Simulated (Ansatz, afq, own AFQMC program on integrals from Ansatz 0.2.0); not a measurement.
## CH4Si, singlet in cc-pVDZ, levels against CCSDT(Q)

```yaml
atoms:
  - { symbol: Si, position_ang: [0.0000, 0.0000, 0.5299] }
  - { symbol: C, position_ang: [0.0000, 0.0000, -1.1689] }
  - { symbol: H, position_ang: [0.0000, 1.2445, 1.3276] }
  - { symbol: H, position_ang: [0.0000, -1.2445, 1.3276] }
  - { symbol: H, position_ang: [0.0000, 0.9175, -1.7458] }
  - { symbol: H, position_ang: [0.0000, -0.9175, -1.7458] }
```

Connectivity, by distances: SiH2–CH2.

Basis cc-pVDZ. Only valence electrons are correlated. AFQMC by an in-house program on the Cholesky factors that Ansatz 0.2.0 writes for its CCSD(T) run. ph-AFQMC/CISD is guided by a CISD state made of CCSD amplitudes; releasing the constraint for a short imaginary time cuts its bias at the price of noise, slowly where states lie close. Free AFQMC starts from the CCSD state and is never constrained. Its projection time is finite, and what remains of the start isn't in its error. Error bars are statistical, one sigma.

Determinant: UHF, the one that the program's search chose, which needn't be the lowest solution. The geometry is a PBE0/def2-TZVP stationary point of this or a neighbouring charge and spin state.

No full CI on the walks' own integrals is used here; CCSDT(Q) serves as the reference and is uncertain by about the last step of the cluster series.

Cautions: an unrestricted solution with more broken spin lies lower (55 meV, ⟨S²⟩ 0.28), while this determinant keeps restricted orbitals; the released energies move by 1.5 errors or more from one time to the next, so no released level is given (meV from the phaseless value at times in 1/Eh: -24 ± 15 at 0.24, -21 ± 13 at 0.51, -25 ± 15 at 0.99, -17 ± 18 at 1.62, -47 ± 19 at 2.40), though the last usable value meets CCSDT(Q) within the noise.

- T1 diagnostic: 0.0143
- weight of the determinant in the CISD state: 0.863
- ⟨S²⟩ of the determinant: 0.000
- size of the correlated space: 12 electrons in 46 orbitals

Reference: CCSDT(Q), correlation energy -7.864 eV.

```
        level  E − E(reference) (kJ/mol)  share of correlation (%)
           HF                      758.8                      0.00
          MP2                      119.8                     84.22
         CCSD                       30.2                     96.02
      CCSD(T)                        4.5                     99.41
        CCSDT                        1.9                     99.75
  ph-AFQMC/HF                  4.8 ± 7.7                     99.37
ph-AFQMC/CISD                  1.3 ± 1.3                     99.83
   free AFQMC                 -1.8 ± 1.8                    100.23
```

Free projections are given only where their last times agree within the noise and don't stop above the reference; a slow remainder of the start can still hide under it. A walk keeps the symmetry of its determinant, which the program's search chose and which needn't be the lowest solution, so a lower state of the same spin and another symmetry isn't excluded.
